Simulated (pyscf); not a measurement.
Structures and frequencies: ωB97X-D3(BJ)/def2-SVP in PySCF.

### Question
Estimate by transition-state theory the rate constant of H₂N–SiH₂–NH₂ (SMILES N[SiH2]N) + H₂B–Cl (SMILES BCl) -> H₂N–SiH(NH₂)–Cl (SMILES N[SiH](N)Cl) + BH₃ (SMILES B) (singlet surface; H–Si, B–Cl broken, Cl–Si, B–H formed) at 1200 K, with ωB97M-D3(BJ)/def2-TZVP energies (ideal gas, 1 atm, RRHO with modes under 100 cm⁻¹ raised to 100, one conformer, R ln 2 for chiral ones without a mode under 150 cm⁻¹; no tunnelling).

### Answer
The electronic barrier is 2.2 kcal/mol and the thermal terms add +49.7, so ΔG‡ = 51.8 kcal/mol. With k_BT/h = 2.50e+13 s⁻¹ and RT = 2.385 kcal/mol, and a volume of 1.64e-19 cm³ per molecule at 1 atm, k = 1.5e-15 cm³ molecule⁻¹ s⁻¹. Wigner's tunnelling factor for 256i cm⁻¹ would be 1.00. A shift of 1 kcal/mol in the barrier changes k by a factor 1.5. On the reactant side the descent ends in an adduct with a B–H contact, 9.0 kcal/mol under the separated species and 9.5 kcal/mol under the saddle at ωB97X-D3(BJ)/def2-TZVP. On the product side the descent ends in an adduct with a B–Cl contact, 8.1 kcal/mol under the separated species and 14.5 kcal/mol under the saddle at ωB97X-D3(BJ)/def2-TZVP. What is counted as formed (B–H) is already present as a longer contact in the reactant adduct; forming that adduct is a step of its own. What is counted as broken (B–Cl) persists as a longer contact in the product adduct; parting that adduct is a step of its own. One saddle was located; it need not be the lowest between these sides.
